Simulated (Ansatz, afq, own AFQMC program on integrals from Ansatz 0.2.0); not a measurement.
Atomization energy of SiH$_{3}$O, doublet

```yaml
atoms:
  - { symbol: Si, position_ang: [0.0041, 0.0000, 0.5327] }
  - { symbol: O, position_ang: [-0.0220, 0.0000, -1.1244] }
  - { symbol: H, position_ang: [1.4763, -0.0001, 0.7831] }
  - { symbol: H, position_ang: [-0.6202, 1.2180, 1.1100] }
  - { symbol: H, position_ang: [-0.6204, -1.2179, 1.1100] }
```

Connectivity, by distances: SiH3–O.

Atoms in their ground-state spins without spin–orbit coupling (mostly on UHF) minus the molecule (UHF), without zero-point energy. The geometry is a stationary point, not shown to be a minimum.

Basis cc-pVDZ. Only valence electrons are correlated. Integrals, coupled cluster, full CI and functionals: Ansatz 0.2.0; the random walks run on the same integrals in our own AFQMC program. The CISD trial takes its coefficients from CCSD amplitudes. Released means that phaseless walkers are propagated on without the constraint, phases kept. ± is one standard error of the sampling. The errors of all members are added in quadrature.

No full CI on the walks' own integrals is used here; CCSDT(Q) serves as the reference and is uncertain by about the last step of the cluster series. Each member takes its own surest rung, up to full CI.

The best estimate is CCSD(T) at the basis-set limit (CBS: def2-TZVPP and def2-QZVPP, with their diffuse functions for anions and beside diffuse sets, CCSD(T) itself extrapolated) plus the step from CCSD(T) to CCSDT(Q) in cc-pVDZ. Rows without CBS are in cc-pVDZ, the functionals in def2-TZVP; B2PLYP and the wave-function rows carry a basis error of their own. Core correlation and relativity beyond core potentials are missing, and ± holds the sampling alone.

```
 level  atomization energy (kJ/mol)
  PBE0                       1379.2
B2PLYP                       1386.1
   MP2                       1231.0
```

**Question.** From these cheaper values, estimate the atomization energy at the level of the best estimate.

**Answer.** 1412.5 kJ/mol (best estimate, highest rung CCSDT(Q)).

```
         level  atomization energy (kJ/mol)  error against the best estimate (kJ/mol)
            HF                        977.6                                    -435.0
          CCSD                       1236.6                                    -175.9
       CCSD(T)                       1245.6                                    -166.9
         CCSDT                       1246.7                                    -165.8
      CCSDT(Q)                       1247.6                                    -164.9
 ph-AFQMC/CISD                 1247.3 ± 0.3                              -165.2 ± 0.3
released AFQMC                 1247.3 ± 0.4                              -165.3 ± 0.4
        HF/CBS                       1055.5                                    -357.1
       MP2/CBS                       1397.2                                     -15.4
   CCSD(T)/CBS                       1410.6                                      -1.9
           PBE                       1403.9                                      -8.6
        r2SCAN                       1418.6                                       6.1
         B3LYP                       1409.1                                      -3.4
       wB97M-V                       1412.4                                      -0.2
```

Correlation beyond CCSD(T) adds 1.9 kJ/mol. Going to the basis-set limit adds 165.0 kJ/mol at CCSD(T). The perturbative (T) step is worth +9.0 kJ/mol. The functionals spread over 39.4 kJ/mol; wB97M-V and B3LYP come nearest and PBE0 is 33.3 kJ/mol too low.

Best estimates are given only where the step beyond CCSD(T) is under 0.3 eV and no member's determinant is very poor (T1 over 0.05, or 0.07 for open shells, ⟨S²⟩ too high by 0.3, two states mixed), so the hardest cases are missing from such tables.

The functionals ran in a triple-zeta set and keep a basis error of their own, a few kJ/mol for each bond in atomization energies and more for double hybrids, so close places among them and the extrapolated levels can swap.

CCSDT and higher add their correlation energy to the determinant of the CCSD(T) run, since their own runs factorise the integrals more tightly (a shift of under 2 meV). Each member of a difference takes its own highest rung, so a best estimate needn't equal the limit plus the step of one row. A walk keeps the symmetry of its determinant, which the program's search chose and which needn't be the lowest solution, so a lower state of the same spin and another symmetry isn't excluded. Released energies are given only where the last usable release times agree within the noise; a slower fall can still hide under it.
